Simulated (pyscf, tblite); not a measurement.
H₃Si–Br + H atom (H•) -> •H₂Si–Br + hydrogen (H₂): energy along the mass-weighted descent from the GFN2-xTB with spin polarisation saddle (tblite), relative to the relaxed reactant side, a complex of the molecules.

(s (amu^1/2 bohr), E (kcal/mol)): (-2.25, 0.2); (-2.06, 0.4); (-1.56, 0.9); (-0.480, 6.3); (0.378, 9.9); (0.676, 9.6); (0.856, 9.4); (1.02, 9.3); (1.15, 9.2); (1.29, 9.2); (1.43, 9.1)

Problem. The GFN2-xTB with spin polarisation barrier from the reactant side is 43.3 kJ/mol. What does ωB97X-D3(BJ) (PySCF) give from its own reactant-side minimum, in def2-SVP and in def2-TZVP?

Solution. 18.9 kJ/mol in the double-zeta basis after reoptimising the saddle, and 20.3 kJ/mol in the triple-zeta single point, so the tight-binding barrier lies 23.0 kJ/mol over the latter. The imaginary mode goes from 893i to 995i cm⁻¹.
